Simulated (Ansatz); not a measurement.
## HGe–CH3, triplet in cc-pVDZ: errors against UCCSDT(Q)

Geometry: displaced at random from a stationary point.

```xyz
6

Ge    0.0243   -0.0319    0.3364
C    -0.1405    0.0865   -1.6216
H    -0.0639    1.2426    1.1826
H     0.0192   -1.0088   -2.0255
H     0.8107    0.5059   -2.0497
H    -0.8449    0.5261   -2.0307
```

Basis cc-pVDZ; Ansatz 0.2.0. Only valence electrons are correlated (noble-gas cores and the filled d shells of p-block atoms frozen), which leaves 12 electrons in 46 orbitals. Prefix R: restricted or restricted open-shell reference; prefix U: unrestricted. No spin–orbit coupling is included, and no scalar relativity.

Full CI isn't at hand for all of this; UCCSDT(Q) serves as the reference, and is uncertain by about the last step of the cluster series. The frozen core follows each run's orbitals, which can shift R against U totals by a few meV for light atoms and by up to 0.1 eV past Ca.

The UHF ⟨S²⟩ is 2.005. The T1 diagnostic (RCCSD) is 0.0146. The largest doubles amplitude (RCCSD) is 0.035 and the T1 diagnostic (UCCSD) is 0.0118.

```tsv
level	E − E(UCCSDT(Q)) (mEh)	share of correlation (%)	wall time
UHF	252.85	0.80	–
UMP2	40.55	84.09	–
UCCSD	7.66	97.00	–
UCCSD(T)	1.17	99.54	2.8 s
UCCSDT	0.34	99.87	–
```

The correlation energy at UCCSDT(Q), counted from RHF, is -6.936 eV. That run took 1.8 min on 1 thread of Arm Neoverse V1, shared host.

Run but not shown, since their state or frozen core can't be matched to the reference's or they repeat it: RHF, RMP2, CISD, RCCSD, RCCSD(T), BCCD(T), RCCSDT, RCCSDT(Q).

Times hold each run's SCF and search for its determinant on a shared host, so for small cases they say little of a method's own cost; they ran on 1 thread of Arm Neoverse V1.
